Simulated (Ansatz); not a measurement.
# C3H5O: the cost of one run

Program: Ansatz 0.2.0. Level of theory: the levels named in each step. These are calculated values, not measurements.

### 1 The structure to begin with

Bond lengths: C1–C2 1.325 Å, C2–C3 1.507 Å, C3–O4 1.308 Å, C1–H5 1.077 Å, C1–H6 1.076 Å, C2–H7 1.082 Å, C3–H8 1.120 Å, C3–H9 1.124 Å. Angles: C1–C2–C3 123.1°, C1–C2–H7 122.1°, C3–C2–H7 114.8°, C2–C1–H5 120.1°, C2–C1–H6 122.4°, H5–C1–H6 117.5°, C2–C3–O4 118.8°, C2–C3–H8 107.4°, C2–C3–H9 107.3°, O4–C3–H8 110.5°, O4–C3–H9 110.5°, H8–C3–H9 100.8°.

Structure file:

```xyz
9

C    -1.4396   -0.1078   -0.6929
C    -0.2629    0.4925   -0.7940
C     0.8686    0.2522    0.1712
O     0.6855   -0.5835    1.1604
H    -1.6227   -0.8065    0.1066
H    -2.2416    0.0735   -1.3878
H    -0.0433    1.1981   -1.5838
H     1.1985    1.2511    0.5563
H     1.7664   -0.0472   -0.4347
```

### 2 A rough first relaxation, PBE-D4/def2-SVPD

Input file input.yaml:

```yaml
crystal:
  periodic: [false, false, false]
  atoms:
    - { symbol: C, position_ang: [-1.43963, -0.10779, -0.69292] }
    - { symbol: C, position_ang: [-0.26292, 0.49253, -0.79395] }
    - { symbol: C, position_ang: [0.86862, 0.2522, 0.17117] }
    - { symbol: O, position_ang: [0.6855, -0.58349, 1.16037] }
    - { symbol: H, position_ang: [-1.62271, -0.80652, 0.1066] }
    - { symbol: H, position_ang: [-2.24156, 0.07354, -1.38776] }
    - { symbol: H, position_ang: [-0.04334, 1.19805, -1.58384] }
    - { symbol: H, position_ang: [1.19854, 1.25113, 0.55633] }
    - { symbol: H, position_ang: [1.76639, -0.04719, -0.4347] }
total_charge: -1
basis:
  gaussian: { orbitals: def2-SVPD }
hamiltonian:
  xc: pbe
  dispersion: d4
relax:
  f_tol: 0.03
  max_steps: 200
```

On the command line:

```bash
$ ansatz run input.yaml --threads 4 --pin off --max-ram 10240MiB --backend cpu --events-out ev --progress --plain --runs-dir out
```

Q: Estimate wall time and peak memory on 4 threads of Arm Neoverse V1, shared host.

About 6.4 s, with a peak of 0.14 GiB.
